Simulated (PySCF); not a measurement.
# Reproducing measurements on ethanamine

**Experimental background.**

From NIST CCCBDB Release 22 (SRD 101), experimental polarizabilities, for the gas: mean polarisability 5.87 Å³.

How close the calculation comes is told at the end.

Ethanamine, C2H7N.
Atom-mapped SMILES: `[CH3:1][CH2:2][NH2:3]` (hydrogens: H4, H5, H6 on C1; H7, H8 on C2; H9, H10 on N3)

Geometry (GFN2-xTB, Å), atoms numbered from 1 in this order:
```xyz
10
C2H7N angstrom
C     -1.0576   -0.1480    0.1198
C      0.2469    0.5455   -0.2843
N      1.4537   -0.1981    0.0301
H     -1.9126    0.4675   -0.1476
H     -1.0793   -0.3213    1.1948
H     -1.1510   -1.1081   -0.3859
H      0.3178    1.5129    0.2206
H      0.2472    0.7263   -1.3628
H      1.4382   -1.0997   -0.4361
H      1.5057   -0.3724    1.0288
```

Runs made with PySCF (gas phase, on this GFN2-xTB geometry; no spin–orbit coupling):

```csv
level,job,basis functions,wall time
B3LYP/def2-SVPD,"8 singlets by full TDDFT, 3 Tamm–Dancoff triplets, polarisability",116,5.7 s
```

Hardware: an Arm Neoverse V2 with one thread, no GPU, shared host.

**Comparison with experiment**

**Mean polarisability.** Measured: 5.87 Å³ (NIST CCCBDB Release 22 (SRD 101), experimental polarizabilities).

```
          level  computed (Å³)  computed − measured (Å³)  % (from the printed values)
B3LYP/def2-SVPD           5.52                     -0.35                           -6
```

The computed values are static and purely electronic, with core orbitals frozen in the response (1 au = 0.148185 Å³). The table of measured values doesn't say here whether a value is static or optical, or holds a vibrational part. The measurement averages over conformers, the calculation has one.

The geometry is computed, not the measured one. Where a level misses, the cause wasn't examined.
